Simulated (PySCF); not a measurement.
C: ionisation energy

C [He] 2s2 2p2 (3P) → C⁺ [He] 2s2 2p1 (2P), as a difference of total energies. Computed with PySCF 2.14 in aug-cc-pVDZ-DK, with the spin-free X2C one-electron Hamiltonian (Gaussian nucleus). Correlated levels: valence: 1s2 frozen. The calculations carry no spin-orbit coupling.

| method | ionisation energy (eV) |
| --- | --- |
| UHF | 10.812 |
| MP2 (valence) | 11.140 |
| SCS-MP2 (valence) | 11.032 |
| CCSD (valence) | 11.046 |
| CCSD(T) (valence) | 11.062 |
| CCSDT (valence) | 11.066 |
| FCI (valence) | 11.067 |

Errors of the correlated levels include the incompleteness of this basis and the frozen core.

Task: Which method comes closest to the reference value, and which is furthest?

Result: The reference is 11.262 eV (measured; NIST levels, between the centres of gravity of the two terms). Closest: MP2 (valence) (error -0.122 eV); furthest: UHF (error -0.450 eV).
